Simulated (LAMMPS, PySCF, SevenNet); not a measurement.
# Bulk modulus of rock-salt NaCl: levels of theory against measurement

Reference value: 27.6 GPa (measured, 0 K value with the zero-point phonon effect removed; as tabulated in Mejia-Rodriguez and Trickey (2018), arXiv:1807.09216).

Task: Put these levels in order of the bulk modulus that they give for rock-salt NaCl, smallest first: PBE (PySCF), SevenNet-l3i5 (SevenNet), ionic model catlow1977 (shell model, LAMMPS), ionic model joung2008 (rigid ions, set for SPC/E water, LAMMPS), ionic model tosi-fumi1964 (rigid ions, LAMMPS).

Result: PBE (23.4 GPa), SevenNet-l3i5 (24.7 GPa), ionic model tosi-fumi1964 (27.4 GPa), ionic model catlow1977 (29.7 GPa), ionic model joung2008 (41.2 GPa)

Unless a cell is named, each level is at its own relaxed cell (ionic model catlow1977 21.44, ionic model joung2008 23.40, ionic model tosi-fumi1964 22.17, SevenNet-l3i5 23.04, PBE 23.29 Å³/atom).

Errors against the reference: ionic model catlow1977 +7.6 %, ionic model joung2008 +49 %, ionic model tosi-fumi1964 -0.7 %, SevenNet-l3i5 -10.5 %, PBE -15.2 %.

A ± on a computed value is a rough bar: the spread of its extrapolation, a floor set from checks against published values, or a statistical error. Each level is taken at its own relaxed cell.

Empirical potentials (ionic model catlow1977, ionic model joung2008, ionic model tosi-fumi1964) are fitted to chosen data, which need not cover the solid at hand: agreement can be built in, and what lay outside the fit can be far off. Machine-learned potentials (SevenNet-l3i5) are trained on DFT data, which may include these solids.

Differences are worked out from the printed values.
